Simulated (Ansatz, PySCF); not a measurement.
Species: CH$_{3}$O, net charge 0, doublet state. It need not be the lowest isomer of its formula. SMILES: O[CH2]
Structure (B3LYP-D3(BJ)/def2-TZVP (Ansatz, an electronic-structure program) minimum search):
```xyz
5

C      0.6856     0.0200    -0.0430
O     -0.6711    -0.1179     0.0029
H     -1.0910     0.7448    -0.0816
H      1.1252     0.9802     0.1938
H      1.2214    -0.9012     0.1227
```
Charge 0, spin multiplicity 2.


Wanted: enthalpy of formation at 298 K (from the atomisation energy, B3LYP-D3(BJ)/def2-TZVP harmonic zero-point and thermal terms from PySCF, and the atoms' enthalpies of formation in the G2/97 table; no spin-orbit terms, and no core term in the frozen-core levels), in kcal/mol. Correlated levels leave the core frozen unless marked. UHF or UKS for open shells. Spin-orbit coupling is left out. No relativistic terms. The coupled-cluster limit lacks core correlation, which all-electron functionals hold. Basis-set limits of correlation are two-point, X^-3; Hartree-Fock from the larger set.

Measured: -3.8 kcal/mol (Active Thermochemical Tables 1.112 (ions: stationary electron), as tabulated in the package chemicals); it holds spin-orbit and relativistic effects, and any other conformers, which these rows lack, and core correlation, which the frozen-core levels lack.

```
level                                program  enthalpy of formation at 298 K (kcal/mol)  error against measurement
----------------------------  --------------  -----------------------------------------  -------------------------
TPSS-D3(BJ)/def2-TZVPD         PySCF + dftd3                                       -8.2                       -4.4
B3LYP-D3(BJ)/def2-TZVPD       Ansatz + dftd3                                       -5.7                       -1.9
B3LYP-D4/def2-TZVPD           Ansatz + dftd4                                       -5.3                       -1.5
PBE0/6-31G*                           Ansatz                                        1.2                        5.0
RI-MP2/def2-QZVPPD                    Ansatz                                       -5.8                       -2.0
CCSD(T)/cc-pwCVTZ                     Ansatz                                        7.6                       11.4
CCSD(T)/CBS(cc-pVTZ,cc-pVQZ)          Ansatz                                       -3.2                        0.6
```
